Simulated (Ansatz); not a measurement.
C2H5 (SMILES [CH2]C) moved off its minimum; all values from Ansatz (an electronic-structure program), cores frozen in correlated methods. Open shells are unrestricted.
(charge 0, multiplicity 2)
```xyz
7

C      0.6772    -0.0996    -0.1519
C     -0.6675    -0.1289     0.0216
H      1.4298     0.6217     0.3003
H      1.3202    -1.1100    -0.2224
H     -1.1425     0.0861     0.9233
H     -0.8425     1.0922    -0.3477
H     -1.4320    -0.3537    -0.4988
```

Forces at r2SCAN/def2-TZVPP (eV/Å):

```tsv
atom	Fx	Fy	Fz
C1	7.664	-3.482	0.273
C2	0.245	7.817	1.734
H3	-1.711	-0.363	-0.497
H4	-1.582	1.832	-0.360
H5	-0.136	-0.064	2.746
H6	-0.031	-2.027	0.848
H7	-4.449	-3.715	-4.745
```

**Question.** Give the forces (eV/Å), the total energy and the dipole at CCSD(T)/cc-pVTZ.

**Answer.** 
```
atom      Fx      Fy      Fz
----  ------  ------  ------
C1     8.345  -3.539   0.123
C2    -0.456   7.896   1.940
H3    -1.761  -0.357  -0.491
H4    -1.635   1.886  -0.341
H5    -0.077  -0.103   2.747
H6     0.014  -2.016   0.838
H7    -4.430  -3.766  -4.817
```
Energy -78.9089 hartree, dipole 0.67 D.
